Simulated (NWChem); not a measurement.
System: chloroform (CHCl$_{3}$); SMILES ClC(Cl)Cl

Input file for NWChem:

```
start job
memory heap 200 mb stack 900 mb global 1100 mb
geometry units angstroms noautoz
  Cl     1.479865     0.838335    -0.077577
  C      0.000000     0.000000     0.460392
  Cl    -1.465952     0.862433    -0.077577
  Cl    -0.013913    -1.700768    -0.077577
  H      0.000000     0.000000     1.563580
end
basis spherical
  Cl library def2-svp
  C library def2-svp
  H library def2-svp
end
dft
  xc xpbe96 cpbe96
  iterations 150
  mulliken
end
task dft energy
```

NWChem printed, in part:

```
             Northwest Computational Chemistry Package (NWChem) 7.3.0
             --------------------------------------------------------

 C3  symmetry detected

                             Geometry "geometry" -> ""
                             -------------------------

 Output coordinates in angstroms (scale by  1.889725989 to convert to a.u.)

  No.       Tag          Charge          X              Y              Z
 ---- ---------------- ---------- -------------- -------------- --------------
    1 Cl                  17.0000     0.80310850    -1.49927399    -0.08394778
    2 C                    6.0000     0.00000000     0.00000000     0.45402122
    3 Cl                  17.0000     0.89685511     1.44514936    -0.08394778
    4 Cl                  17.0000    -1.69996361     0.05412463    -0.08394778
    5 H                    1.0000     0.00000000     0.00000000     1.55720922

 Effective nuclear repulsion energy (a.u.)     260.8098409351

      Symmetry information
      --------------------

 Group name             C3
 Group number              5
 Group order               3
 No. of unique centers     3

  pbe96 is a nonlocal functional; adding pw91lda local functional.

                                 NWChem DFT Module
                                 -----------------

 Summary of "ao basis" -> "ao basis" (spherical)
 ------------------------------------------------------------------------------
       Tag                 Description            Shells   Functions and Types
 ---------------- ------------------------------  ------  ---------------------
 Cl                         def2-svp                 8       18   4s3p1d
 C                          def2-svp                 6       14   3s2p1d
 H                          def2-svp                 3        5   2s1p

      Symmetry analysis of basis
      --------------------------

        a          27
        e+         23
        e-         23

  Rotation of axis

            General Information
            -------------------
          SCF calculation type: DFT
          Wavefunction type:  closed shell.
          No. of atoms     :     5
          No. of electrons :    58
           Alpha electrons :    29
            Beta electrons :    29
          Charge           :     0
          Spin multiplicity:     1
          Use of symmetry is: on ; symmetry adaption is: on
          Maximum number of iterations: 150
          AO basis - number of functions:    73
                     number of shells:    33
          Convergence on energy requested:  1.00D-06
          Convergence on density requested:  1.00D-05
          Convergence on gradient requested:  5.00D-04

              XC Information
              --------------
          PerdewBurkeErnzerhof Exchange Functional  1.000
            Perdew 1991 LDA Correlation Functional  1.000 local
           PerdewBurkeErnz. Correlation Functional  1.000 non-local

             Grid Information
             ----------------
          Grid used for XC integration:  medium
          Radial quadrature: Mura-Knowles
          Angular quadrature: Lebedev.
          Tag              B.-S. Rad. Rad. Pts. Rad. Cut. Ang. Pts.
          ---              ---------- --------- --------- ---------
          Cl                  1.00       88           8.0       590
          C                   0.70       49           7.0       434
          H                   0.35       45           7.0       434
          Grid pruning is: on
          Number of quadrature shells:   182
          Spatial weights used:  Erf1

      Superposition of Atomic Density Guess
      -------------------------------------

 Sum of atomic energies:       -1416.09464713

      Non-variational initial energy
      ------------------------------

 Total energy =   -1417.054752
 1-e energy   =   -2476.306870
 2-e energy   =     798.442278
 HOMO         =      -0.356001
 LUMO         =       0.051134

      Symmetry analysis of molecular orbitals - initial
      -------------------------------------------------

  Numbering of irreducible representations:

     1 a           2 e+          3 e-

  Orbital symmetries:

     1 e+          2 e+          3 a           4 a           5 a
     6 e+          7 e+          8 a           9 e+         10 e+
    11 a          12 e+         13 e+         14 e+         15 e+
    16 a          17 a          18 e+         19 e+         20 a
    21 a          22 e+         23 e+         24 e+         25 e+
    26 e+         27 e+         28 a          29 a          30 a
    31 e+         32 e+         33 a          34 a          35 a
    36 e+         37 e+         38 e+         39 e+

     ---------------------------------------------
      Total Density - Mulliken Population Analysis
     ---------------------------------------------

    Atom       Charge   Shell Charges
 -----------   ------   -------------------------------------------------------
    1 Cl  17    17.28   2.00  1.99  1.23  0.72  5.94  2.14  3.25  0.02
    2 C    6     5.26   1.99  0.89  0.24  1.32  0.77  0.05
    3 Cl  17    17.28   2.00  1.99  1.23  0.72  5.94  2.14  3.25  0.02
    4 Cl  17    17.28   2.00  1.99  1.23  0.72  5.94  2.14  3.25  0.02
    5 H    1     0.89   0.69  0.18  0.02

   convergence    iter        energy       DeltaE   RMS-Dens  Diis-err
 ---------------- ----- ----------------- --------- --------- ---------
 d= 0,ls=0.0,diis     1  -1418.0547779051 -1.68D+03  3.01D-02  1.36D+00
 d= 0,ls=0.0,diis     2  -1417.3694778777  6.85D-01  2.23D-02  7.13D+00
 d= 0,ls=0.0,diis     3  -1418.2122392834 -8.43D-01  1.88D-03  9.67D-03
 d= 0,ls=0.0,diis     4  -1418.2132517603 -1.01D-03  6.35D-04  1.76D-03
 d= 0,ls=0.0,diis     5  -1418.2134488897 -1.97D-04  6.09D-05  2.63D-05
  Resetting Diis
 d= 0,ls=0.0,diis     6  -1418.2134521216 -3.23D-06  1.38D-05  1.63D-06
 d= 0,ls=0.0,diis     7  -1418.2134523400 -2.18D-07  5.56D-06  4.44D-08

         Total DFT energy =    -1418.213452340021
      One electron energy =    -2476.903183884616
           Coulomb energy =      887.771349591425
    Exchange-Corr. energy =      -89.891458981971
 Nuclear repulsion energy =      260.809840935141

 Numeric. integr. density =       57.999998283820

                  Occupations of the irreducible representations
                  ----------------------------------------------

                     irrep           alpha         beta
                     --------     --------     --------
                     a                11.0         11.0
                     e+               18.0         18.0
                     e-                0.0          0.0

                       DFT Final Molecular Orbital Analysis
                       ------------------------------------

 Vector   27  Occ=2.000000D+00  E=-2.817435D-01  Symmetry=e+
              MO Center= -5.1D-01,  4.4D-03, -5.2D-02, r^2= 3.7D+00
   Bfn.  Coefficient  Atom+Function         Bfn.  Coefficient  Atom+Function
  ----- ------------  ---------------      ----- ------------  ---------------
    63      0.393350  4 Cl pz                60      0.300887  4 Cl pz
    61     -0.301037  4 Cl px                43     -0.244564  3 Cl px
    11     -0.243238  1 Cl px                58     -0.216515  4 Cl px
    13     -0.200647  1 Cl pz                45     -0.192703  3 Cl pz
     8     -0.186895  1 Cl px                40     -0.187573  3 Cl px

 Vector   28  Occ=2.000000D+00  E=-2.772590D-01  Symmetry=a
              MO Center= -4.9D-15, -1.9D-13,  7.2D-02, r^2= 3.8D+00
   Bfn.  Coefficient  Atom+Function         Bfn.  Coefficient  Atom+Function
  ----- ------------  ---------------      ----- ------------  ---------------
    13      0.365008  1 Cl pz                45      0.365008  3 Cl pz
    63      0.365008  4 Cl pz                10      0.266832  1 Cl pz
    42      0.266832  3 Cl pz                60      0.266832  4 Cl pz
    69     -0.244559  5 H  s                 24     -0.179505  2 C  pz
     7      0.154525  1 Cl pz                39      0.154525  3 Cl pz

 Vector   29  Occ=2.000000D+00  E=-2.641971D-01  Symmetry=a
              MO Center= -6.6D-14, -1.0D-14, -7.9D-02, r^2= 4.1D+00
   Bfn.  Coefficient  Atom+Function         Bfn.  Coefficient  Atom+Function
  ----- ------------  ---------------      ----- ------------  ---------------
    62      0.391275  4 Cl py                11     -0.345083  1 Cl px
    43      0.332626  3 Cl px                59      0.299861  4 Cl py
     8     -0.264461  1 Cl px                40      0.254913  3 Cl px
    44     -0.206425  3 Cl py                12     -0.184850  1 Cl py
    56      0.171995  4 Cl py                41     -0.158199  3 Cl py

 Vector   30  Occ=0.000000D+00  E=-5.413992D-02  Symmetry=a
              MO Center= -4.5D-14,  2.9D-14,  2.8D-02, r^2= 3.3D+00
   Bfn.  Coefficient  Atom+Function         Bfn.  Coefficient  Atom+Function
  ----- ------------  ---------------      ----- ------------  ---------------
    21      1.138190  2 C  s                 20      0.601408  2 C  s
    61     -0.553245  4 Cl px                12     -0.487932  1 Cl py
    44      0.470317  3 Cl py                 4     -0.386325  1 Cl s
    36     -0.386325  3 Cl s                 54     -0.386325  4 Cl s
    27     -0.322159  2 C  pz                70     -0.301315  5 H  s

 Vector   31  Occ=0.000000D+00  E=-1.330842D-02  Symmetry=e+
              MO Center= -2.7D-01, -2.0D-03,  2.2D-01, r^2= 2.8D+00
   Bfn.  Coefficient  Atom+Function         Bfn.  Coefficient  Atom+Function
  ----- ------------  ---------------      ----- ------------  ---------------
    25      0.907851  2 C  px                61      0.635086  4 Cl px
    22      0.611083  2 C  px                54      0.523097  4 Cl s
    12     -0.391730  1 Cl py                44      0.377524  3 Cl py
    63      0.295465  4 Cl pz                 4     -0.270418  1 Cl s
    36     -0.252679  3 Cl s                 58      0.219855  4 Cl px

 Vector   32  Occ=0.000000D+00  E=-1.330842D-02  Symmetry=e+
              MO Center=  2.7D-01,  2.0D-03,  2.2D-01, r^2= 2.8D+00
   Bfn.  Coefficient  Atom+Function         Bfn.  Coefficient  Atom+Function
  ----- ------------  ---------------      ----- ------------  ---------------
    26      0.907851  2 C  py                23      0.611083  2 C  py
    36     -0.458136  3 Cl s                  4      0.447894  1 Cl s
    12      0.417735  1 Cl py                44      0.408307  3 Cl py
    43      0.397173  3 Cl px                11     -0.372081  1 Cl px
    45     -0.258772  3 Cl pz                13      0.252988  1 Cl pz

     ---------------------------------------------
      Total Density - Mulliken Population Analysis
     ---------------------------------------------

    Atom       Charge   Shell Charges
 -----------   ------   -------------------------------------------------------
    1 Cl  17    17.05   2.00  1.98  1.28  0.69  5.93  2.15  2.98  0.03
    2 C    6     5.99   1.99  1.00  0.17  1.93  0.84  0.07
    3 Cl  17    17.05   2.00  1.98  1.28  0.69  5.93  2.15  2.98  0.03
    4 Cl  17    17.05   2.00  1.98  1.28  0.69  5.93  2.15  2.98  0.03
    5 H    1     0.85   0.72  0.11  0.02

     -------------------------------------------
      Total Density - Lowdin Population Analysis
     -------------------------------------------

    Atom       Charge   Shell Charges
 -----------   ------   -------------------------------------------------------
    1 Cl  17    16.92   2.00  1.96  1.06  0.79  5.82  2.27  2.99  0.04
    2 C    6     6.27   1.96  0.71  0.39  1.74  1.33  0.14
    3 Cl  17    16.92   2.00  1.96  1.06  0.79  5.82  2.27  2.99  0.04
    4 Cl  17    16.92   2.00  1.96  1.06  0.79  5.82  2.27  2.99  0.04
    5 H    1     0.97   0.65  0.25  0.08

     Multipole analysis of the density
     ---------------------------------

     L   x y z        total         alpha         beta         nuclear
     -   - - -        -----         -----         ----         -------
     0   0 0 0     -0.000000    -29.000000    -29.000000     58.000000

     1   1 0 0      0.000000      0.000000      0.000000     -0.000000
     1   0 1 0      0.000000      0.000000      0.000000     -0.000000
     1   0 0 1      0.431813      0.215907      0.215907     -0.000000

     2   2 0 0    -32.199080   -147.812082   -147.812082    263.425084
     2   1 1 0      0.000000      0.000000      0.000000     -0.000000
     2   1 0 1      0.000000      0.000000      0.000000      0.000000
     2   0 2 0    -32.199080   -147.812082   -147.812082    263.425084
     2   0 1 1      0.000000      0.000000      0.000000      0.000000
     2   0 0 2    -30.654169    -22.506925    -22.506925     14.359681
```

Level: PBE/def2-SVP. Geometry: optimised at PBE-D3(BJ)/def2-SVP.
